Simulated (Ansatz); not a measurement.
Cost and result for the atomization energy of H5OPSi, SMILES `OP[SiH3]` (8 atoms, 7 bonds).

```json
{"atom": "O1", "x (Å)": "1.1790", "y (Å)": "1.3533", "z (Å)": "0.5800"}
{"atom": "P2", "x (Å)": "0.4505", "y (Å)": "0.7887", "z (Å)": "-0.8079"}
{"atom": "Si3", "x (Å)": "-0.5604", "y (Å)": "-1.0453", "z (Å)": "0.0426"}
{"atom": "H4", "x (Å)": "2.0334", "y (Å)": "1.7299", "z (Å)": "0.3561"}
{"atom": "H5", "x (Å)": "-0.7540", "y (Å)": "1.5525", "z (Å)": "-0.7704"}
{"atom": "H6", "x (Å)": "-1.5495", "y (Å)": "-1.4924", "z (Å)": "-0.9760"}
{"atom": "H7", "x (Å)": "-1.2517", "y (Å)": "-0.7735", "z (Å)": "1.3302"}
{"atom": "H8", "x (Å)": "0.4526", "y (Å)": "-2.1132", "z (Å)": "0.2454"}
```

Total charge 0; spin multiplicity 1. The geometry is a stationary point of PBE0-D4/def2-TZVP. It is one conformer, not always the lowest. Program: Ansatz. All runs use 2 threads of an Intel Xeon on a shared host. Times are those of one run each, without the atoms' runs, and a repeat can differ threefold. Electronic energies, without spin–orbit coupling; frozen cores. CCSD(T)/CBS adds CCSD(T) − MP2 in def2-TZVPP to the MP2 limit, and its time is that of the two runs behind it. T1 = 0.013. B3LYP takes the VWN-RPA correlation (the form of Gaussian; ORCA's B3LYP/G). HSE06 is the plane-wave form, built on full-range PBE exchange.

CCSD(T)/CBS is a level of theory with its own doubt, some kJ/mol a heavy atom from the limit and from the frozen cores, so smaller differences don't rank the functionals.

```json
{"level": "CCSD(T)/def2-SVP", "functions": "75", "wall time": "1.2 s"}
{"level": "revPBE-D4/def2-TZVPP", "functions": "185", "wall time": "1.6 s"}
{"level": "BHLYP-D4/def2-TZVPP", "functions": "185", "wall time": "1.9 s"}
{"level": "PBE0-D4/def2-TZVPP", "functions": "185", "wall time": "2 s"}
{"level": "HSE06-D4/def2-TZVPP", "functions": "185", "wall time": "2.3 s"}
{"level": "CAM-B3LYP-D4/def2-TZVPP", "functions": "185", "wall time": "2.4 s"}
{"level": "r2SCAN-D4/def2-TZVPP (with forces)", "functions": "185", "wall time": "2.8 s"}
{"level": "B3LYP-D4/def2-TZVPP (with forces)", "functions": "185", "wall time": "2.8 s"}
{"level": "r2SCANh-D4/def2-TZVPP", "functions": "185", "wall time": "3 s"}
{"level": "ωB97X-V/def2-TZVPP", "functions": "185", "wall time": "5.5 s"}
{"level": "MP2/def2-QZVPP", "functions": "347", "wall time": "12 s"}
{"level": "CCSD(T)/def2-TZVPP", "functions": "185", "wall time": "21 s"}
{"level": "CCSD(T)/CBS(def2)", "functions": "–", "wall time": "33 s"}
```

Problem. What atomization energy does each give, and how far from CCSD(T)/CBS? (Best estimate.)

Solution. The calculation gave: 
| level | atomization (kcal/mol) | difference from CCSD(T)/CBS | per bond |
| --- | --- | --- | --- |
| CCSD(T)/def2-SVP | 513.3 | -55.7 | -8.0 |
| revPBE-D4/def2-TZVPP | 558.3 | -10.7 | -1.5 |
| BHLYP-D4/def2-TZVPP | 554.0 | -15.0 | -2.2 |
| PBE0-D4/def2-TZVPP | 560.0 | -9.0 | -1.3 |
| HSE06-D4/def2-TZVPP | 560.4 | -8.6 | -1.2 |
| CAM-B3LYP-D4/def2-TZVPP | 571.0 | 2.0 | 0.3 |
| r2SCAN-D4/def2-TZVPP (with forces) | 566.4 | -2.6 | -0.4 |
| B3LYP-D4/def2-TZVPP (with forces) | 569.5 | 0.5 | 0.1 |
| r2SCANh-D4/def2-TZVPP | 562.5 | -6.5 | -0.9 |
| ωB97X-V/def2-TZVPP | 575.1 | 6.1 | 0.9 |
| MP2/def2-QZVPP | 560.0 | -9.0 | -1.3 |
| CCSD(T)/def2-TZVPP | 549.6 | -19.4 | -2.8 |
| CCSD(T)/CBS(def2) | 569.0 | 0.0 | 0.0 |

In def2-TZVPP, CCSD(T) changes the Hartree–Fock value by +153.9 kcal/mol (the triples alone add +7.5 kcal/mol) and MP2 by +152.7 kcal/mol; breaking electron pairs costs correlation energy, which Hartree–Fock lacks. From PBE to PBE0 (25 % exact exchange), in def2-TZVPP and without D4, the atomization energy moves by −9.0 kcal/mol: exact exchange takes away binding that semilocal exchange gives to molecules. At CCSD(T), def2-SVP lies −55.7 kcal/mol from the extrapolated value and def2-TZVPP −19.5 kcal/mol: correlation converges slowly with the basis, and small sets miss more of it in the bonded molecule than in its fragments.
